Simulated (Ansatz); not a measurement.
**AlHO2 (SMILES [O]=[Al][OH]) at 6 levels**

Wanted: a comparison of 6 runs (HSE06/STO-3G, PBE/STO-3G, r2SCAN/STO-3G, BCCD(T)/STO-3G, UCCSD(T)/STO-3G, FCI/STO-3G) of AlHO2. 

The results are computed with Ansatz 0.2.0.

62 further runs of the same task are left out: 8 that didn't finish, 54 set aside as unsound or not needed.

### Step 1. The system as given

AlHO2 has 4 atoms, charge 0, and is taken as a singlet. SMILES: `[O]=[Al][OH]`. The H4–O3 distance was set to 1.186 Å, away from the relaxed value.

Bond lengths: O1–Al2 1.572 Å, Al2–O3 1.628 Å. Angles: O1–Al2–O3 180.0°. A long bond or contact: O3–H4 1.186 Å.

### Step 2. The energy at HSE06/STO-3G (run 1)

in.yaml

```yaml
crystal:
  periodic: [false, false, false]
  atoms:
    - {symbol: O, position_ang: [-1.776434, -1.553937, -0.719289]}
    - {symbol: Al, position_ang: [-0.644624, -0.565267, -0.259419]}
    - {symbol: O, position_ang: [0.528146, 0.458843, 0.217011]}
    - {symbol: H, position_ang: [1.381100, 1.209770, 0.557430]}
basis:
  gaussian: {orbitals: STO-3G}
hamiltonian: {xc: hse06}
accuracy: high
```

Started as:

```console
$ ansatz run in.yaml --threads 1 --pin off --max-ram 2610MiB --events-out events.jsonl --progress --plain --runs-dir runs
```

Log:

```text
Warning: RAYON_NUM_THREADS=1 ignored (pool sized by the plan → 1); use --threads N
Functional definition: HSE06
  name "HSE06"
  parameter a = 0.25
  parameter omega = 0.11/bohr
  exchange = pbe_x - a*pbe_x_sr(omega) + a*exact_x_sr(omega)
  correlation = pbe_c
342 factors; integrals over basis functions are off by at most 9.5e-9 eV
55 factors; integrals over basis functions are off by at most 5.1e-10 eV
mean field evaluation 1: about -10551.4032 eV, gradient 4.5e1 eV
mean field evaluation 2: about -10415.7194 eV, gradient 2.0e2 eV
mean field evaluation 4: about -10559.6343 eV, gradient 1.6e1 eV
mean field evaluation 8: about -10560.3490 eV, gradient 1.1e-1 eV
mean field evaluation 16: about -10560.3285 eV, gradient 6.2e-7 eV
mean field -10560.32847389 eV, -388.0849133677 hartree, gradient 5.4e-9 eV, S^2 0.000000; 0 other end points of the search recorded, 0 dependent functions left out
reference -10560.32847561 eV, -388.0849134311 hartree; 15, 15 occupied and 5, 5 virtual orbitals, 342 factors
Total energy: -10560.32847561 eV, -388.0849134311 hartree
```

Wall time 1.3 s (1 thread of Intel Xeon 6975P-C (Granite Rapids), shared host).

### Step 3. The energy at PBE/STO-3G (run 2)

input.yaml

```yaml
crystal:
  periodic: [false, false, false]
  atoms:
    - {symbol: O, position_ang: [-1.776434, -1.553937, -0.719289]}
    - {symbol: Al, position_ang: [-0.644624, -0.565267, -0.259419]}
    - {symbol: O, position_ang: [0.528146, 0.458843, 0.217011]}
    - {symbol: H, position_ang: [1.381100, 1.209770, 0.557430]}
basis:
  gaussian:
    orbitals: STO-3G
total_charge: 0
hamiltonian:
  xc: pbe
accuracy: high
```

Started as:

```console
$ ansatz run input.yaml --threads 1 --pin off --max-ram 2610MiB --events-out events.jsonl --progress --plain --runs-dir runs
```

Log:

```text
Warning: RAYON_NUM_THREADS=1 ignored (pool sized by the plan → 1); use --threads N
Functional definition: PBE
  name "PBE"
  parameter kappa = 0.804
  parameter beta = 0.06672455060314922
  exchange = pbe_x(kappa = kappa, mu = beta*pi^2/3)
  correlation = pbe_c(beta = beta)
342 factors; integrals over basis functions are off by at most 9.5e-9 eV
mean field evaluation 1: about -10549.8069 eV, gradient 4.8e1 eV
mean field evaluation 2: about -10371.2497 eV, gradient 1.9e2 eV
mean field evaluation 4: about -10559.4331 eV, gradient 1.0e1 eV
mean field evaluation 8: about -10559.4332 eV, gradient 1.0e1 eV
mean field evaluation 16: about -10559.6787 eV, gradient 4.4e-8 eV
mean field -10559.67873822 eV, -388.0610360222 hartree, gradient 4.4e-8 eV, S^2 0.000000; 0 other end points of the search recorded, 0 dependent functions left out
reference -10559.67873994 eV, -388.0610360854 hartree; 15, 15 occupied and 5, 5 virtual orbitals, 342 factors
Total energy: -10559.67873994 eV, -388.0610360854 hartree
```

It took 0.6 s on 1 thread of Intel Xeon 6975P-C (Granite Rapids), shared host; peak memory 0.11 GiB.

Run 3 isn't shown in full; the table further down has it.

### Step 4. A single-point energy at BCCD(T)/STO-3G (run 4)

job.yaml

```yaml
crystal:
  periodic: [false, false, false]
  atoms:
    - symbol: O
      position_ang: [-1.776434, -1.553937, -0.719289]
    - symbol: Al
      position_ang: [-0.644624, -0.565267, -0.259419]
    - symbol: O
      position_ang: [0.528146, 0.458843, 0.217011]
    - symbol: H
      position_ang: [1.381100, 1.209770, 0.557430]
basis:
  gaussian:
    orbitals: STO-3G
scf:
  omitted_lower_state_checks: [cluster_reference, increment]
accuracy: high
correlation:
  method: bccd_t
  frozen_orbitals: {Al: 5, H: 0, O: 1}
```

Started as:

```console
$ ansatz run job.yaml --threads 1 --pin off --max-ram 2610MiB --events-out events.jsonl --progress --plain --runs-dir runs
```

Log:

```text
Warning: RAYON_NUM_THREADS=1 ignored (pool sized by the plan → 1); use --threads N
[... 12 lines left out ...]
7 core orbitals not correlated: weight in the atoms' cores, before any rotation towards them, 1.000 or more for the frozen orbitals, at most 0.000 for the correlated occupied ones
[... 31 lines left out ...]
Total energy: -10539.47068322 eV, -387.3184036984 hartree
Checks for a lower state left out: cluster_reference, increment
```

Wall time 0.26 s (1 thread of Intel Xeon 6975P-C (Granite Rapids), shared host).

Run 5 isn't shown in full; the table further down has it.

### Step 5. A single-point energy at FCI/STO-3G (run 6)

run.yaml

```yaml
crystal:
  periodic: [false, false, false]
  atoms:
    - {symbol: O, position_ang: [-1.776434, -1.553937, -0.719289]}
    - {symbol: Al, position_ang: [-0.644624, -0.565267, -0.259419]}
    - {symbol: O, position_ang: [0.528146, 0.458843, 0.217011]}
    - {symbol: H, position_ang: [1.381100, 1.209770, 0.557430]}
basis:
  gaussian:
    orbitals: STO-3G
correlation:
  method: fci
  frozen_orbitals: {Al: 5, H: 0, O: 1}
accuracy: high
```

Started as:

```console
$ ansatz run run.yaml --threads 1 --pin off --max-ram 2610MiB --events-out events.jsonl --progress --plain --runs-dir runs
```

Log:

```text
Warning: RAYON_NUM_THREADS=1 ignored (pool sized by the plan → 1); use --threads N
Functional definition: HF
  name "HF"
  exchange = exact_x
  correlation = 0
342 factors; integrals over basis functions are off by at most 9.5e-9 eV
mean field evaluation 1: about -10527.7744 eV, gradient 3.9e1 eV
mean field evaluation 2: about -10527.7931 eV, gradient 3.9e1 eV
mean field evaluation 4: about -10534.5383 eV, gradient 5.1e0 eV
mean field evaluation 8: about -10534.6495 eV, gradient 2.6e-1 eV
mean field evaluation 16: about -10528.1163 eV, gradient 2.7e1 eV
mean field -10534.65082984 eV, -387.1412773537 hartree, gradient 2.2e-8 eV, S^2 0.000000; 2 other end points of the search recorded, 0 dependent functions left out
7 core orbitals not correlated: weight in the atoms' cores, before any rotation towards them, 1.000 or more for the frozen orbitals, at most 0.000 for the correlated occupied ones
reference -10534.65082984 eV, -387.1412773537 hartree; 8, 8 occupied and 5, 5 virtual orbitals, 342 factors
state -10539.44271901 eV, -387.3173760326 hartree
Total energy: -10539.44271901 eV, -387.3173760326 hartree
```

Run time: 8.1 s. Hardware: 1 thread of Intel Xeon 6975P-C (Granite Rapids), shared host; peak memory 0.2 GiB.

### Step 6. Overview of the runs

```csv
run,level,frozen core orbitals,energy (Eh),wall time
1,HSE06/STO-3G,–,-388.084913,1.3 s
2,PBE/STO-3G,–,-388.061036,0.6 s
3,r2SCAN/STO-3G,–,-388.279824,1.1 s
4,BCCD(T)/STO-3G,7,-387.318404,0.26 s
5,UCCSD(T)/STO-3G,7,-387.317236,0.34 s
6,FCI/STO-3G,7,-387.317376,8.1 s
```

### Step 7. Results

| quantity | value |
| --- | --- |
| run 6: total energy | -387.31738 Eh |
| run 6: correlation energy (7 core orbitals frozen) | -176.1 mEh |

What this shows: Against full CI in this basis: BCCD(T) -1.0 mEh; UCCSD(T) +0.1 mEh. Totals of different functionals can't be ranked against each other. In runs 1, 2, 3, 4, 5, 6 the basis is minimal, so the values are rough. All runs together took 12 s, the longest 8.1 s.
